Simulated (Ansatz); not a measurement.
# AlPH (quartet): the correlation ladder, cc-pVDZ

Aim: climb from Hartree-Fock through coupled cluster for AlPH (quartet) at one geometry and basis, and see what each rung misses.

Method: cc-pVDZ, core rule «outside noble gas», up to 10 orbitals frozen; program: Ansatz 0.2.0, Gaussian basis.

Plan: UHF; CCSD(T) on ROHF; CCSD(T) on UHF; BCCD(T) on ROHF; CISD; CCSDT(Q) on ROHF; CCSDT(Q) on UHF.

27 further runs of the same task are left out: 8 for a known fault of the program, 5 that didn't finish, 14 set aside as unsound or not needed.

## 1. What is computed

The geometry is a PBE0/def2-TZVP stationary point (not a proven minimum) of the parent state, kept for this charge and spin.

3 atoms, charge 0, spin multiplicity 4.

Atoms are counted from 1 here; the program's logs count them from 0.

Bond lengths: Al1–P2 2.144 Å, Al1–H3 1.581 Å. Angles: P2–Al1–H3 180.0°.

As a file:

```xyz
3
charge 0, multiplicity 4
Al    0.0000    0.0000    0.1876
P     0.0000    0.0000   -1.9566
H     0.0000    0.0000    1.7690
```

## 2. UHF

File in.yaml:

```yaml
crystal:
  periodic: [false, false, false]
  atoms:
    - {symbol: Al, position_ang: [0.000000, 0.000000, 0.187600]}
    - {symbol: P, position_ang: [0.000000, 0.000000, -1.956600]}
    - {symbol: H, position_ang: [0.000000, 0.000000, 1.769000]}
basis:
  gaussian: {orbitals: cc-pVDZ}
magnetization: {spin_polarized: true, initial_magnetization: 3}
hamiltonian: {xc: hf}
output: {orbitals: {seedname: orbitals}}
```

Started as:

```
$ ansatz run in.yaml --threads 1 --pin off --events-out ev --progress --plain --max-ram 2393MiB
```

After this run come: CCSD(T) on ROHF; CCSD(T) on UHF; BCCD(T) on ROHF; CISD; CCSDT(Q) on ROHF; CCSDT(Q) on UHF.

Q: Predict the results of all the runs planned. Wanted: UCCSDT(Q) below the RHF energy; RMP2 from UCCSDT(Q); UMP2 from UCCSDT(Q); RCCSD from UCCSDT(Q); RCCSD(T) from UCCSDT(Q); UCCSD(T) from UCCSDT(Q); RCCSDT(Q) from UCCSDT(Q); T1 diagnostic.

The runs gave:

| quantity | value |
| --- | --- |
| UCCSDT(Q) below the RHF energy | -4.5659 eV |
| RMP2 from UCCSDT(Q) | +1035.8 meV |
| UMP2 from UCCSDT(Q) | +1075.4 meV |
| RCCSD from UCCSDT(Q) | +171.3 meV |
| RCCSD(T) from UCCSDT(Q) | +47.1 meV |
| UCCSD(T) from UCCSDT(Q) | +47.4 meV |
| RCCSDT(Q) from UCCSDT(Q) | +0.1 meV |
| levels within 1 kcal/mol (43 meV) | RCCSDT, UCCSDT, RCCSDT(Q) |
| T1 diagnostic | 0.023 |

In words: RCCSD(T) lands +47.1 meV from the yardstick (1.0 % of the correlation energy). Coupled cluster took another determinant than the lowest Hartree-Fock one. These misses are within one basis, not against nature; the frozen cores of restricted and unrestricted runs differ, which can shift their rows.
